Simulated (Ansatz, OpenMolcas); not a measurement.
**OpenMolcas → Ansatz**

This OpenMolcas 26.06 job computes quartet PH2:

run.inp:
```
>>> EXPORT MOLCAS_PRINT=2

&gateway
  baslib
  $CurrDir
  coord
  3
  bohr
  P      0.99348572    -0.58462457     0.48794618
  H      0.21663820     1.98702812     0.33400909
  H     -1.21012392    -1.40240355    -0.82197417
  basis
  3-21G
  group
  NoSym

&seward

&scf
  uhf
  spin
  4
  thresholds
  1e-10 1e-07 1e-07 1e-05
  prorbitals
  1 1
```

```bash
$ export MOLCAS_MEM=1860
$ pymolcas run.inp > run.log
```

(Basis files named in the input come from the Basis Set Exchange and aren't shown.)

The shape is that of a PBE0-D4/def2-TZVP optimisation. That shape belongs to the parent species and isn't relaxed for this state.

Without diffuse functions such a state is poorly described.

It gives a total energy of -339.889726 Eh.

How is this level of theory, on these atoms, set up in Ansatz 0.2.0 as an input file of the program's own?

One way, which was run:

molecule.yaml:
```yaml
basis:
  gaussian: {orbitals: 3-21G.json}
crystal:
  periodic: [false, false, false]
  atoms:
    - {symbol: P, position_ang: [0.525730, -0.309370, 0.258210]}
    - {symbol: H, position_ang: [0.114640, 1.051490, 0.176750]}
    - {symbol: H, position_ang: [-0.640370, -0.742120, -0.434970]}
magnetization: {spin_polarized: true, initial_magnetization: 3}
hamiltonian: {xc: hf}
accuracy: high
output: {orbitals: {seedname: orbitals}}
```

```bash
$ ansatz run molecule.yaml --threads 1 --pin off --max-ram 3480MiB --events-out events.jsonl --progress --plain --runs-dir runs
```

(Basis files named in the input come from the Basis Set Exchange and aren't shown.)

Its energy is -339.889726 Eh, 0.000 mEh from the first.
